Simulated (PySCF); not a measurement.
**Gas-phase thermal properties of (CH3)2SiF2**

Method: PySCF energies (xtb for GFN2) plus ideal-gas RRHO corrections (1 bar). 6-31G* has spherical d functions here. All species are closed-shell singlets. B3LYP is the form with VWN-RPA correlation. The harmonic model lacks anharmonicity and excited electronic states, which grow with temperature; levels with a mode under 35 cm⁻¹ are left out. Internal rotation in (CH3)2SiF2 is treated as a harmonic vibration of one conformer, which makes the entropy rough.

| level | point group | σ | ZPE (kJ/mol) | S°298 (J/mol/K) | Cp298 (J/mol/K) | S°1000 (J/mol/K) | H1000 − H298 (kJ/mol) |
|---|---|---|---|---|---|---|---|
| B3LYP/6-31G* | C2v | 2 | 211.6 | 337.7 | 109.6 | 523.2 | 113.7 |
| GFN2-xTB | C2v | 2 | 206.8 | 356.3 | 111.7 | 543.3 | 114.5 |
| HF/6-31G* | C2v | 2 | 223.7 | 334.0 | 105.5 | 513.8 | 110.4 |
| PBE/def2-SVP | C2v | 2 | 203.0 | 342.5 | 113.5 | 533.2 | 116.7 |
| PBE0/def2-TZVP | C2v | 2 | 209.3 | 338.2 | 110.8 | 525.5 | 114.8 |
σ: rotational symmetry number. Electronic degeneracy used: 1. Frequencies are unscaled.
